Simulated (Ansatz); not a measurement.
**HAlB⁺, singlet in 6-31G: errors against full CI**

Geometry: that of the HAlB, doublet, kept fixed.

```xyz
3

B     0.0000   -0.1388    1.5159
Al    0.0000    0.0968   -0.5473
H     0.0000   -1.1027   -1.6081
```

Basis 6-31G; Ansatz 0.2.0. Correlated methods freeze the noble-gas cores, which leaves 6 electrons in 18 orbitals. R marks a restricted (for open shells ROHF) determinant, U an unrestricted one. Active spaces: valence = (6e, 9o) chosen from the atoms' valence shells.

Full CI is exact within this basis and frozen core; it isn't the basis-set limit. The frozen core follows each run's orbitals, which can shift R against U totals by a few meV.

Unrestricted rows (U) aren't spin-pure: their determinants' ⟨S²⟩ exceeds S(S+1) by up to 0.89, so they mix in states of higher spin.

The UHF ⟨S²⟩ is 0.889 and the T1 diagnostic (RCCSD) is 0.0439. The largest doubles amplitude (RCCSD) is 0.224.

```
   level  E − E(RHF) (eV)
     UHF          -0.7830
    RMP2          -1.8347
    UMP2          -2.0120
   RCCSD          -2.9753
   UCCSD          -2.9442
RCCSD(T)          -3.0522
UCCSD(T)          -3.0125
```

(1) Estimate how far full CI in 6-31G lies from RCCSD(T). The table doesn't fix it; the size of (T) and the diagnostics are the guide.

(1) Full CI in 6-31G lies 3.4 kJ/mol below RCCSD(T), which is 45 % of the (T) step (-7.4 kJ/mol). T1 is raised, a doubles amplitude is large, RHF is unstable towards spin polarisation, and the rest is a large part of (T).

The other levels:

| level | E − E(full CI) (kJ/mol) | share of correlation (%) | wall time |
| --- | --- | --- | --- |
| CISD | 30.8 | 89.66 | 0.39 s |
| BCCD(T) | 3.8 | 98.74 | 0.52 s |
| RCCSDT | 1.3 | 99.58 | – |
| UCCSDT | 1.4 | 99.54 | – |
| CISDTQ | 0.8 | 99.73 | 0.66 s |
| RCCSDT(Q) | 0.3 | 99.89 | 0.72 s |
| UCCSDT(Q) | 0.3 | 99.90 | 3.4 s |
| RCCSDTQ | 0.0 | 99.99 | 3.4 s |
| UCCSDTQ | 0.1 | 99.97 | 24 s |
| CASSCF (valence space) | 31.8 | 89.31 | – |
| NEVPT2 (valence space) | 9.2 | 96.90 | 2.5 s |
| MRCISD (valence space) | 0.7 | 99.76 | – |
| MRCISD+Q (valence space) | 0.4 | 99.86 | 3.6 s |

The correlation energy at full CI, counted from RHF, is -3.087 eV. That run took 1.4 s on 1 thread of AMD EPYC 7B13, shared host over 336,128 determinants.

Times hold each run's SCF and search for its determinant on a shared host, so for small cases they say little of a method's own cost; they ran on 1 thread of AMD EPYC 7B13. Some runs computed forces too.

The full-CI state has the irrep A' of Cs, in the program's axes.

Natural occupations of full CI about the gap: 1.955 1.925 1.734 0.179 0.071 0.067 0.027 0.015 0.013 0.004; effectively unpaired electrons, Σ n²(2−n)², 0.39.
